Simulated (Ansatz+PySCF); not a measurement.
**doublet C2H4F: levels of theory in one basis**

```xyz
7

C     0.1106    0.5150   -0.0983
C    -1.1942   -0.1732    0.0149
H     0.2960    1.5262    0.2482
H    -1.3544   -0.5819    1.0034
H    -2.0072    0.5254   -0.1951
H    -1.2592   -1.0056   -0.6930
F     1.2020   -0.2816    0.0204
```

Basis set: cc-pVTZ (spherical functions). Left uncorrelated: 3 orbitals. Correlation on ROHF uses semicanonical orbitals with singles. Charge 0, multiplicity 2.

Computed with Ansatz (development build ahead of 0.2.0); each method stands on the lowest determinant of its kind that the runs found.

```tsv
method	E − E(ROHF) (eV)	<S²> of the determinant
ROHF	0.00	0.75
UHF	-0.12	0.76
ROHF-MP2	-15.64	–
UHF-MP2	-15.63	0.76
```

Is a single determinant a sound starting point here?

By this sign, yes. Unrestricted orbitals gain 0.12 eV and <S²> is 0.76 against 0.75 for a pure state.
